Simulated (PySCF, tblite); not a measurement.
Species: C₅H₁₃P.
Atom-mapped SMILES: `[CH3:1][CH2:2][CH2:3][CH2:4][PH:5][CH3:6]` (hydrogens: H7, H8, H9 on C1; H10, H11 on C2; H12, H13 on C3; H14, H15 on C4; H16 on P5; H17, H18, H19 on C6)

Structure optimised with GFN2-xTB, isolated species.

Problem. Give the optimised bond lengths and angles.

Solution. 
| bond | length (Å) |
| --- | --- |
| C1–C2 | 1.524 |
| C2–C3 | 1.527 |
| C3–C4 | 1.525 |
| C4–P5 | 1.862 |
| P5–C6 | 1.852 |
| C1–H7, C1–H8, C1–H9 | 1.088 |
| C2–H10, C2–H11 | 1.093 |
| C3–H12, C3–H13 | 1.093 |
| C4–H14, C4–H15 | 1.095 |
| P5–H16 | 1.403 |
| C6–H17, C6–H18, C6–H19 | 1.089 |

Bonds in one row agree within 0.01 Å and their mean is given. A selection of angles:
| angle | degrees |
| --- | --- |
| C2–C1–H7 | 110.7 |
| C2–C1–H8 | 110.5 |
| H7–C1–H8 | 108.4 |
| C1–C2–C3 | 111.8 |
| C1–C2–H10 | 109.5 |
| C3–C2–H10 | 109.2 |
| H10–C2–H11 | 107.6 |
| C2–C3–C4 | 111.9 |
| C2–C3–H12 | 109.4 |
| C4–C3–H12 | 109.3 |
| H12–C3–H13 | 107.4 |
| C3–C4–P5 | 111.4 |
| C3–C4–H14 | 109.8 |
| C3–C4–H15 | 110.6 |
| P5–C4–H14 | 107.2 |
| P5–C4–H15 | 109.9 |
| H14–C4–H15 | 107.9 |
| C4–P5–C6 | 97.9 |
| C4–P5–H16 | 95.2 |
| C6–P5–H16 | 95.6 |
| P5–C6–H17 | 109.0 |
| P5–C6–H19 | 111.6 |
| H17–C6–H18 | 108.4 |
| H17–C6–H19 | 109.7 |

Dihedral angles: C1–C2–C3–C4 180° (antiperiplanar); C2–C3–C4–P5 -178° (antiperiplanar); C3–C4–P5–C6 -170° (antiperiplanar). The mirror-image conformer, all signs reversed, is as good.

Of the pairs four or more bonds apart, H15···H19 is among the closest relative to their van der Waals radii: 2.47 Å, 103 % of the sum of Bondi's values. P5 (phosphine phosphorus) is pyramidal (angles 97.9°, 95.6° and 95.2°, sum 288.7°, 0.85 Å off the plane of its three neighbours). All 3 C–C bonds measure 1.524 to 1.527 Å.

Point group: C1 (no symmetry element, even within 0.4 Å). Its GFN2-xTB frequencies are all real (lowest 54 cm⁻¹). The numbers are those of one conformer. 3 starts were optimised and ended at 0.00, 0.18 and 1.30 kcal/mol (GFN2-xTB); the lowest of these is shown.

All values are computed, not measured.
